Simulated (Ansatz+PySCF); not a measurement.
doublet H₂O₂(+): levels of theory in one basis

```yaml
atoms:
  - { symbol: O, position_ang: [0.0000, 0.4196, 0.5018] }
  - { symbol: O, position_ang: [0.0000, -0.4196, -0.5018] }
  - { symbol: H, position_ang: [0.0000, -0.1602, 1.3145] }
  - { symbol: H, position_ang: [0.0000, 0.1602, -1.3145] }
```

Basis set: cc-pVTZ (spherical functions). Left uncorrelated: 2 orbitals. Correlation on ROHF uses semicanonical orbitals with singles. Charge 1, multiplicity 2.

Computed with Ansatz (development build ahead of 0.2.0) and PySCF 2.14.0; the reference of a correlated method needn't be the lowest determinant of its kind.

```tsv
method	E − E(ROHF) (eV)	<S²> of the determinant
ROHF	0.00	0.75
UHF	-0.30	0.77
ROHF-MP2	-13.12	–
UHF-MP2	-13.07	0.77
ROHF-CCSD(T)	-13.75	–
UHF-CCSD(T)	-13.75	0.77
```

Task: What does UHF-CCSD give on the same scale?

Result: -13.25 eV.

Caution for ROHF, ROHF-MP2: the determinant breaks the point group. Caution for ROHF-MP2, UHF-MP2: forces differ strongly between restricted and unrestricted references. Caution for ROHF-MP2: MP2 forces lie far from those of the mean fields; another reference gives a lower total. Caution for UHF-MP2: MP2 on this radical cation hangs on the determinant chosen. Caution for ROHF-CCSD(T): the determinant is a saddle point.
